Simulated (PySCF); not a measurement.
Molecule: 2,5-dihydro-1-methylpyrrole (CN1CC=CC1, C$_{5}$H$_{9}$N).

Bonds (- single, = double, # triple, : aromatic): C1-N2, N2-C3, C3-C4, C4=C5, C5-C6, C6-N2. C1 carries H7, H8, H9; C3 carries H10, H11; C4 carries H12; C5 carries H13; C6 carries H14, H15.

Frames of a GFN2-xTB Langevin trajectory at 600 K; GIAO PBE0/pcSseg-1 shieldings in PySCF 2.14, gas phase, non-relativistic; equivalent atoms averaged within each frame.

Scale: ¹³C (σ = 186.93 ppm), ¹H (σ = 31.72 ppm) vs TMS; NH3 for ¹⁵N (σ = 267.73 ppm) (reference shieldings calculated alike). The references are static minima.

How do the shifts (ppm) fluctuate along the trajectory?

Answers


| time (fs) | C4/C5 | C3/C6 | C1 | N2 | H12/H13 | H7/H8/H9 | H10/H11/H14/H15 |
| --- | --- | --- | --- | --- | --- | --- | --- |
| 250 | 146.9 | 62.1 | 44.5 | 51.4 | 6.07 | 2.76 | 2.47 |
| 425 | 141.0 | 59.8 | 38.0 | 9.5 | 6.86 | 3.32 | 3.73 |
| 625 | 132.7 | 74.8 | 55.7 | 37.4 | 6.10 | 3.31 | 4.98 |
| 800 | 142.2 | 64.3 | 47.7 | 35.0 | 6.23 | 2.59 | 4.14 |
| 1000 | 149.5 | 70.5 | 53.6 | 41.3 | 6.89 | 3.40 | 3.94 |
| mean of frames | 142.5 | 66.3 | 47.9 | 34.9 | 6.43 | 3.08 | 3.85 |
| standard deviation | 6.4 | 6.2 | 7.1 | 15.5 | 0.41 | 0.37 | 0.91 |

5 frames give an uncertainty of the mean of about the standard deviation over 2.2 at best, since frames this close in time may not be independent; classical motion lacks zero-point vibration, and the reference would need the same averaging.
